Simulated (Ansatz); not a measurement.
**CH₃FSi (SMILES C=[SiH]F): single points off equilibrium**

The task here is to estimate one member of a computed series from the others.

Method: single points in def2-TZVPP; program: Ansatz 0.2.0, Gaussian basis.

Cores are frozen in the correlated methods.

**The starting structure**

SMILES `C=[SiH]F`, 6 atoms, charge 0, spin multiplicity 1.

Atoms are counted from 1 here; the program's logs count them from 0.

Bond lengths: C1–Si2 1.754 Å, C1–H4 1.142 Å, C1–H5 1.122 Å, Si2–F3 1.553 Å, Si2–H6 1.336 Å. Angles: Si2–C1–H4 124.2°, Si2–C1–H5 124.5°, H4–C1–H5 111.3°, C1–Si2–F3 121.5°, C1–Si2–H6 134.7°, F3–Si2–H6 103.7°.

Geometry (Å):

```xyz
6
charge 0, multiplicity 1
C    -0.6728    0.3634   -0.6175
Si    0.5886   -0.0821    0.5172
F     1.0006   -1.5639    0.7309
H    -1.1669   -0.3647   -1.3456
H    -1.0660    1.4052   -0.7545
H     1.3335    0.5851    1.4028
```

Set-up of the first run:

run/in.yaml reads:

```yaml
crystal:
  periodic: [false, false, false]
  atoms:
    - {symbol: C, position_ang: [-0.672800, 0.363400, -0.617500]}
    - {symbol: Si, position_ang: [0.588600, -0.082100, 0.517200]}
    - {symbol: F, position_ang: [1.000600, -1.563900, 0.730900]}
    - {symbol: H, position_ang: [-1.166900, -0.364700, -1.345600]}
    - {symbol: H, position_ang: [-1.066000, 1.405200, -0.754500]}
    - {symbol: H, position_ang: [1.333500, 0.585100, 1.402800]}
basis:
  gaussian: {orbitals: def2-TZVPP}
correlation: {method: ccsd_t}
output: {forces: true}
```

No record of the launch command was kept for these runs.

Among the steps run: CCSD(T)/def2-TZVPP; PBE0-D4/def2-TZVPP; wB97M-V/def2-TZVPP; r2SCAN-D4/def2-TZVPP; PBE-D4/def2-TZVPP; BLYP-D4/def2-TZVPP; SPW92/def2-TZVPP.

One of the session's tables, all rows but one given; the rest of the session is left out.

| method | RMS force component (eV/Å) | angle to CCSD(T) forces (°) | dipole (D) |
| --- | --- | --- | --- |
| CCSD(T) | 1.555 | reference | 1.19 |
| PBE0-D4 | 1.646 | 4.8 | 1.24 |
| wB97M-V | 1.656 | 6.7 | 1.34 |
| r2SCAN-D4 | 1.616 | 3.8 | 1.15 |
| PBE-D4 | 1.650 | 7.0 | 1.10 |
| BLYP-D4 | ? | ? | ? |
| SPW92 | 1.646 | 8.6 | 1.12 |

**Question.** Estimate the row for BLYP-D4.

The run gave: RMS force component (eV/Å): 1.616; angle to CCSD(T) forces (°): 8.5; dipole (D): 1.13.
